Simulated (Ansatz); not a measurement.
# C₂H₅ radical (SMILES [CH2]C): single points off equilibrium

One table from this session's results is given with a row withheld; the runs are named, their logs left out.

Program: Ansatz 0.2.0, Gaussian basis. Level of theory: single points in def2-TZVPP. These are calculated values, not measurements.

Correlated methods freeze the cores. Orbitals are unrestricted.

### Starting geometry

7 atoms, charge 0, spin multiplicity 2.

Atoms are counted from 1 here; the program's logs count them from 0.

Bond lengths: C1–C2 1.401 Å, C1–H3 1.052 Å, C1–H4 1.015 Å, C2–H5 1.025 Å, C2–H6 1.165 Å, C2–H7 1.109 Å. Angles: C2–C1–H3 126.6°, C2–C1–H4 113.4°, H3–C1–H4 119.0°, C1–C2–H5 118.0°, C1–C2–H6 109.8°, C1–C2–H7 109.1°, H5–C2–H6 110.2°, H5–C2–H7 110.6°, H6–C2–H7 96.9°.

Geometry (Å):

```xyz
7
C2H5
C    -0.11710   -0.81690    0.03880
C     0.18380    0.53880   -0.14340
H    -1.07690   -1.24550    0.08080
H     0.68340   -1.37260    0.32290
H     1.10190    0.78090   -0.53050
H    -0.00190    1.12120    0.84790
H    -0.62610    1.01520   -0.73230
```

Set-up of the first run:

The input, run/in.yaml:

```yaml
crystal:
  periodic: [false, false, false]
  atoms:
    - {symbol: C, position_ang: [-0.117100, -0.816900, 0.038800]}
    - {symbol: C, position_ang: [0.183800, 0.538800, -0.143400]}
    - {symbol: H, position_ang: [-1.076900, -1.245500, 0.080800]}
    - {symbol: H, position_ang: [0.683400, -1.372600, 0.322900]}
    - {symbol: H, position_ang: [1.101900, 0.780900, -0.530500]}
    - {symbol: H, position_ang: [-0.001900, 1.121200, 0.847900]}
    - {symbol: H, position_ang: [-0.626100, 1.015200, -0.732300]}
basis:
  gaussian: {orbitals: def2-TZVPP}
magnetization: {spin_polarized: true, initial_magnetization: 1}
correlation: {method: ccsd_t}
scf: {omitted_lower_state_checks: [cluster_reference]}
output: {forces: true}
```

No record of the launch command was kept for these runs.

Among the steps run: CCSD(T)/def2-TZVPP; PBE0-D4/def2-TZVPP; wB97M-V/def2-TZVPP; r2SCAN-D4/def2-TZVPP; PBE-D4/def2-TZVPP; CAM-B3LYP-D4/def2-TZVPP; SPW92/def2-TZVPP.

One of the session's tables, all rows but one given; the rest of the session is left out.

| method | RMS force component (eV/Å) | angle to CCSD(T) forces (°) | dipole (D) |
| --- | --- | --- | --- |
| CCSD(T) | 1.594 | reference | 0.28 |
| PBE0-D4 | 1.540 | 5.8 | 0.32 |
| wB97M-V | ? | ? | ? |
| r2SCAN-D4 | 1.526 | 5.3 | 0.30 |
| PBE-D4 | 1.524 | 9.6 | 0.36 |
| CAM-B3LYP-D4 | 1.538 | 4.6 | 0.32 |
| SPW92 | 1.497 | 17.9 | 0.47 |

Estimate the missing values for wB97M-V.

The run gave: RMS force component (eV/Å): 1.535; angle to CCSD(T) forces (°): 3.3; dipole (D): 0.32. In the column «RMS force component (eV/Å)» it lies between r2SCAN-D4 (1.526) and CAM-B3LYP-D4 (1.538).
